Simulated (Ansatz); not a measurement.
Corundum Cr2O3

Calculation: HSE06 (plane waves, PAW; Ansatz, a quantum-chemistry and plane-wave program).

Settings: plane-wave cutoff 500 eV, 6×6×6 k mesh, Fermi–Dirac smearing 0.05 eV, magnetic order afm++--, spin-polarised with opposed moments, scalar-relativistic PAW data made under PBE.

Cell (relaxed with r²SCAN):

```yaml
crystal:
  lattice:
    - [4.81297, -2.46096, 0.03115]
    - [4.81297, 2.46096, 0.03115]
    - [3.52833, 0.00000, 4.09547]
  atoms:
    - { symbol: Cr, position: [0.34758, 0.34758, 0.34758] }
    - { symbol: Cr, position: [0.15242, 0.15242, 0.15242] }
    - { symbol: Cr, position: [0.65242, 0.65242, 0.65242] }
    - { symbol: Cr, position: [0.84758, 0.84758, 0.84758] }
    - { symbol: O, position: [0.55572, 0.94428, 0.25000] }
    - { symbol: O, position: [0.25000, 0.55572, 0.94428] }
    - { symbol: O, position: [0.94428, 0.25000, 0.55572] }
    - { symbol: O, position: [0.44428, 0.05572, 0.75000] }
    - { symbol: O, position: [0.75000, 0.44428, 0.05572] }
    - { symbol: O, position: [0.05572, 0.75000, 0.44428] }
```

```
Quantity                                                               Value
-----------------------------------------------  ---------------------------
magnetic moment (largest site, within a sphere)                      2.42 μB
band gap                                         4.30 eV (on the SCF k mesh)
```

Measured, for comparison: band gap 3.3 ± 0.1 eV (temperature not stated, no zero-point or thermal correction, middle of the range; as tabulated in Medasani et al. (2019), arXiv:1904.04625). Computed (rounded) less measured: band gap +1.00 eV.

Note: exact exchange on metals is sensitive to the k mesh and can open a false gap; cell and atoms aren't relaxed at this level (largest force component 0.10 eV/Å, pressure -0.8 GPa).

Moments are spin moments.

The computed numbers hold no vibrational or temperature effects.

Computing time: about 30 core-minutes (a rough figure).
